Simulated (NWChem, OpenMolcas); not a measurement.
## From OpenMolcas to NWChem

OpenMolcas 26.06 runs this on C3H6F2 (1,3-difluoropropane):

input.xyz:
```
11

F     -1.964400     1.432700    -0.107100
C     -0.715300     1.000700     0.300600
C     -0.375000    -0.298800    -0.387800
C      0.967500    -0.838200     0.034700
F      1.975600     0.040200    -0.331200
H     -0.744500     0.875300     1.388600
H      0.008000     1.781800     0.054100
H     -0.388200    -0.154300    -1.471600
H     -1.138100    -1.046200    -0.147100
H      1.026200    -0.968100     1.120800
H      1.173400    -1.798000    -0.445900
```

test.inp:
```
&GATEWAY
 BasLib=$CurrDir
 Coord=input.xyz
 Basis=cc-pVDZ
 Group=NoSym

&SEWARD
 GridInput
 Grid=UltraFine
 End of Grid

&SCF
 KSDFT=PBE
 Thresholds=1e-10 1e-07 1e-07 1e-05
 PrOrbitals=1 2

&ALASKA
```

```bash
$ export MOLCAS_MEM=1860
$ pymolcas test.inp > test.log
```

(Basis files named in the input come from the Basis Set Exchange and aren't shown.)

The shape is that of a PBE0-D4/def2-TZVP optimisation. This is one conformer, not always the lowest.

It gives a total energy of -317.254537 Eh.

Question: Write the same calculation for NWChem 7.3.0 as an input file of the program's own.

Answer: This input was run:

c3h6f2.nw:
```
start c3h6f2
title "C3H6F2"
memory 2200 mb
geometry noautosym nocenter noautoz
F       -1.964400       1.432700      -0.107100
C       -0.715300       1.000700       0.300600
C       -0.375000      -0.298800      -0.387800
C        0.967500      -0.838200       0.034700
F        1.975600       0.040200      -0.331200
H       -0.744500       0.875300       1.388600
H        0.008000       1.781800       0.054100
H       -0.388200      -0.154300      -1.471600
H       -1.138100      -1.046200      -0.147100
H        1.026200      -0.968100       1.120800
H        1.173400      -1.798000      -0.445900
end
basis spherical bse
* library cc-pVDZ
end
dft
xc xpbe96 cpbe96
mult 1
grid fine
convergence energy 1e-08
iterations 100
mulliken
end
task dft gradient
```

```bash
$ nwchem c3h6f2.nw > c3h6f2.out
```

Its energy is -317.254538 Eh, 0.001 mEh from the first.
